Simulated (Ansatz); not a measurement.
A made-up structure of C$_{2}$H$_{3}$Si, doublet:

| atom | x (Å) | y (Å) | z (Å) |
| --- | --- | --- | --- |
| C1 | -0.7361 | 0.0047 | -0.8495 |
| C2 | -0.0299 | 0.0538 | 0.2464 |
| Si3 | 0.8980 | 0.5378 | 1.6679 |
| H4 | -1.2491 | -0.9081 | -1.1512 |
| H5 | -0.8351 | 0.8592 | -1.5180 |
| H6 | -0.3758 | -0.2606 | 1.1978 |

It is relaxed with PBE-D4/def2-SVP and then PBE0-D4/def2-TZVP (Ansatz 0.2.0). Atoms count as bonded within 1.22 times the sum of their covalent radii (H–H: 0.88 Å). The end point is not checked to be a true minimum.

Does its bonding change? (Judge from chemistry; the calculation decides.)

The calculation gives: Yes. Formed: none; broken: Si3–H6.

Where it ends: The first stage lowers the energy by 1.18 eV in 10 steps. It ends as C₂H₃Si ([CH2][CH][Si]):
```csv
atom,x (Å),y (Å),z (Å)
C1,-0.7280,0.0313,-0.7633
C2,-0.1808,-0.0256,0.4713
Si3,0.9582,1.0642,1.3759
H4,-1.4016,-0.7359,-1.1294
H5,-0.5188,0.8482,-1.4467
H6,-0.4569,-0.8952,1.0855
```

Labels in which every atom is bracketed show which atoms are joined, not bond orders.

For scale, one of the runs: PBE0-D4/def2-TZVP relaxation, 117 basis functions, launched by `ansatz run in.yaml --threads 2 --pin off --events-out ev --progress --plain --max-ram 4352MiB`. Hardware: 2 CPU threads of an Arm Neoverse V2, shared host. Wall time about 50 s.
